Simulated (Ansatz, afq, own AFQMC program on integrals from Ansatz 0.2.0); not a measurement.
Integrals from Ansatz 0.2.0, then the random walk in our own AFQMC program (afq).

```yaml
crystal:
  periodic: [false, false, false]
  atoms:
    - {symbol: Ge, position_ang: [0.000000, 0.000000, 0.302970]}
    - {symbol: C, position_ang: [0.000000, 0.000000, -1.483402]}
    - {symbol: H, position_ang: [0.000000, -0.912198, -2.078999]}
    - {symbol: H, position_ang: [0.000000, 0.912198, -2.078999]}
basis:
  gaussian: {orbitals: cc-pVDZ}
magnetization: {spin_polarized: true, initial_magnetization: 0}
correlation: {method: ccsd_t, electrons: outside_noble_gas, hamiltonian_folder: ham}
```

```sh
$ ansatz run in.yaml --threads 1 --pin off --events-out ev --progress --plain --max-ram 1382MiB
```

Options of the walk:

```
--method free --trial cisd --walkers 70 --time-step 0.03 --max-blocks 80 --target-error 0.00038 --factor-cut 1e-05 --seed 4098 --times 0,0.21,0.42,0.81,1.2,1.8,2.4,3 --taylor-order 8
```

Times are imaginary, in 1/Eh. The walk had a cap of 536 s. Filled inner d shells are frozen with the cores.

afq prints:

```
orbitals 36  electrons 5 5  factors 290 of 548
reference energy -2114.29601570 Eh
CCSD correlation -0.24008671 Eh in 10 cycles, weight of the determinant in the CISD state 0.8626
repeat  energy at the last time / Eh  error
    10  -2114.548238  0.000811
    20  -2114.548042  0.000783
    30  -2114.547653  0.000793
    40  -2114.546931  0.000692
    50  -2114.547170  0.000648
    60  -2114.546894  0.000585
    70  -2114.546821  0.000546
    80  -2114.546794  0.000507
time / (1/Eh)  energy / Eh  error  mean overlap
  0.00  -2114.536104  0.000202  1.1596
  0.21  -2114.540393  0.000280  1.1690
  0.42  -2114.542645  0.000263  1.1683
  0.81  -2114.544652  0.000294  1.1779
  1.20  -2114.546133  0.000364  1.1741
  1.80  -2114.546527  0.000415  1.1951
  2.40  -2114.547077  0.000423  1.1957
  3.00  -2114.546794  0.000507  1.2146
energy -2114.546794 +/- 0.000507 Eh
```

The run passed its tests (error under three times the target), which doesn't prove that it has relaxed.

Against this walk (error 13.8 meV) on the same determinant: CCSD(T) 32.3 meV higher, CCSDT(Q) 13.8 meV lower (within the noise). The error is statistical, and a free projection of finite length keeps a remainder of its start.

Cautions: remainder of the start not in the error; error above the target (13.8 against 10.3 meV); no relativity below Rb; no spin-orbit coupling; inner d shell frozen; higher spins were not checked; an unrestricted solution with more broken spin lies lower (127 meV, ⟨S²⟩ 0.40), while this determinant keeps restricted orbitals.

The walk took 4 min on 1 thread of Intel(R) Xeon(R) Platinum 8488C (Sapphire Rapids), on a shared host. The log's last line is the free-projection energy.

CCSDT and higher add their correlation energy to the determinant of the CCSD(T) run, since their own runs factorise the integrals more tightly (a shift of under 2 meV). A walk keeps the symmetry of its determinant, which the program's search chose and which needn't be the lowest solution, so a lower state of the same spin and another symmetry isn't excluded.
